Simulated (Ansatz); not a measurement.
# Isomers

Structures of Si$_{2}$H$_{4}$Cl (charge +1), singlet, relaxed at PBE0-D4/def2-TZVP (vibrations not checked; lower isomers may exist, and structures with a doubtful reference or unclear bonds are left out). Computed with Ansatz 0.2.0 (basis: def2-TZVPP); correlated methods freeze the cores. B3LYP uses VWN-RPA correlation.

(1) Rank them by CCSD(T) energy, lowest first, and give each one's height above the lowest. Links in brackets join atoms within 1.22 times the sum of their covalent radii (1.1 for two metals). (An estimate is asked for; the value comes from the calculation.)
A.
Si₂H₄Cl ([SiH][SiH2][ClH]), total charge +1
```
7
angstrom
Si -1.6680 0.1664 -0.6920
Si 0.5518 0.2408 0.1306
Cl 1.2647 -1.9183 0.7825
H 2.4680 -1.6731 1.1936
H -1.1769 1.6316 -0.7673
H 0.8054 0.8782 1.4449
H 1.6604 0.4752 -0.8255
```
B.
Si₂H₄Cl ([SiH2][SiH2][Cl]), total charge +1
```
7
angstrom
Si -1.0715 0.2106 -0.7075
Si 0.9204 -0.0571 0.5706
Cl 0.9445 -1.9787 1.1603
H -2.0399 -0.8808 -0.9594
H -1.4781 1.4886 -1.3383
H 0.7412 0.9177 1.6691
H 1.9833 0.2997 -0.3948
```
C.
Si₂H₄Cl ([SiH3][SiH][Cl]), total charge +1
```
7
angstrom
Si -0.9746 0.5170 -0.3258
Si 1.0839 -0.4353 0.3483
Cl 1.3013 -2.3809 0.5792
H -1.8794 -0.6330 -0.5150
H -0.5865 1.2441 -1.5557
H -1.2862 1.4019 0.8199
H 2.3414 0.2863 0.6492
```

(2) Do PBE-D4, r2SCAN-D4, PBE0-D4, B3LYP-D4, wB97M-V, HF, MP2 give the same order? (Judge from chemistry; the calculation decides.)

T1 diagnostic: at most 0.015. The restricted Hartree–Fock reference is unstable towards an unrestricted one at one or more of these structures.

For scale, one of the runs: CCSD(T)/def2-TZVPP, 182 basis functions, launched by `ansatz run in.yaml --threads 2 --pin off --events-out ev --progress --plain --max-ram 4352MiB`. Hardware: 2 CPU threads of an Arm Neoverse N1, shared host. Wall time 41 s; peak host memory 1.5 GiB.

Results:

(1) The calculation gives: C (0.00 kcal/mol), B (10.20 kcal/mol), A (47.68 kcal/mol). Heights count from the lowest.

(2) The calculation gives: All do.
